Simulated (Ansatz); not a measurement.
Geometry optimisation, RKS CAM-B3LYP-D4/def2-SVP (Ansatz 0.2.0).

Input file:

```yaml
crystal:
  periodic: [false, false, false]
  atoms:
    - { symbol: B, position_ang: [0.0, 0.0, 0.0] }
    - { symbol: O, position_ang: [0.0, 0.0, 1.41] }
    - { symbol: H, position_ang: [-0.9095, -0.2814, 1.7471] }
    - { symbol: H, position_ang: [1.0305, 0.0, -0.595] }
    - { symbol: H, position_ang: [-1.0305, 0.0, -0.595] }
basis:
  gaussian: { orbitals: def2-SVP }
hamiltonian:
  xc: cam_b3lyp
  dispersion: d4
relax:
  f_tol: 0.02
  max_steps: 40
```

Run as:

```bash
$ ansatz run input.yaml --threads 1 --pin off --max-ram 2048MiB --backend cpu --events-out ev --progress --plain --runs-dir out
```

Task: Where does it end, and by what steps?

Result: It converged. After 5 steps the energy has fallen by 0.211 eV; O2 moved furthest, 0.12 Å.

```csv
step,energy less start (eV),largest force component (eV/Å),accepted
0,0.0000,2.497,yes
1,-0.0123,3.078,yes
2,-0.1024,2.385,yes
3,-0.1233,1.861,yes
4,-0.2076,0.256,yes
5,-0.2106,0.015,yes
```

```xyz
5
Properties=species:S:1:pos:R:3
B -0.018 -0.024 0.010
O -0.002 -0.109 1.350
H -0.879 -0.175 1.747
H 1.051 0.061 -0.539
H -1.063 -0.034 -0.601
```

Whether the end is a true minimum wasn't checked by a vibrational analysis.

Time of the run: 4.2 s on 1 thread of AMD EPYC 7R43 64-Core Processor (Zen 3) (shared host), peak memory 0.12 GiB.
